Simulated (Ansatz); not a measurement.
# AlNH2 (triplet): RPA-PBE over vertical spin and charge gaps, 6-31G

Aim: run AlNH2 (triplet) with these functionals over vertical spin and charge gaps, and hold them against the top wave-function level at the same points.

Method: 6-31G, all electrons in the functionals, frozen cores in the correlation of double hybrids and RPA; program: Ansatz 0.2.0, Gaussian basis.

The runs, in order: RPA-PBE, at charge 0, triplet; charge 0, singlet; charge 0, quintet; charge 1, doublet; charge 1, quartet.

16 further runs of the same task are left out: 11 for a known fault of the program, 5 set aside as unsound or not needed.

## 1. The geometry

The geometry is a PBE0/def2-TZVP stationary point (not a proven minimum).

4 atoms, charge 0, spin multiplicity 3.

Atoms are counted from 1 here; the program's logs count them from 0.

Bond lengths: Al1–N2 1.771 Å, N2–H3 1.007 Å, N2–H4 1.007 Å. Angles: Al1–N2–H3 124.1°, Al1–N2–H4 124.1°, H3–N2–H4 111.7°.

No dispersion term is added.

The geometry shown and the zero of energy belong to the point charge 0, triplet. The yardstick, FCI, and other wave-function levels (R restricted, U unrestricted, valence and pair active spaces) come from earlier runs.

## 2. RPA-PBE, charge 0, triplet

Input file in.yaml:

```yaml
crystal:
  periodic: [false, false, false]
  atoms:
    - {symbol: Al, position_ang: [0.000000, 0.000000, 0.686473]}
    - {symbol: N, position_ang: [0.000000, 0.000000, -1.084932]}
    - {symbol: H, position_ang: [0.000000, 0.833405, -1.649784]}
    - {symbol: H, position_ang: [0.000000, -0.833405, -1.649784]}
basis:
  gaussian: {orbitals: 6-31G}
magnetization: {spin_polarized: true, initial_magnetization: 2}
hamiltonian: {xc: {name: PBE}}
correlation: {method: rpa, electrons: outside_noble_gas}
```

The run is started by

```bash
> ansatz run in.yaml --threads 1 --pin off --events-out ev --progress --plain --max-ram 4096MiB --backend cpu
```

The runs that follow: RPA-PBE, charge 0, singlet; RPA-PBE, charge 0, quintet; RPA-PBE, charge 1, doublet; RPA-PBE, charge 1, quartet.

Q: Predict the results of all the runs planned. Wanted: triplet to singlet, FCI; triplet to quintet, FCI; ionisation to the doublet cation, FCI; ionisation to the quartet cation, FCI; largest miss, RPA-PBE.

**Answer**, as computed:

```
                             quantity                           value
              triplet to singlet, FCI                       -2.329 eV
              triplet to quintet, FCI                        4.140 eV
ionisation to the doublet cation, FCI                        5.534 eV
ionisation to the quartet cation, FCI                        9.280 eV
                largest miss, RPA-PBE  -0.191 eV (triplet to singlet)
```

What this shows: RPA-PBE strays by up to 0.191 eV, at triplet to singlet. Functionals and the yardstick converge differently with the basis, so part of each miss in 6-31G is the basis.
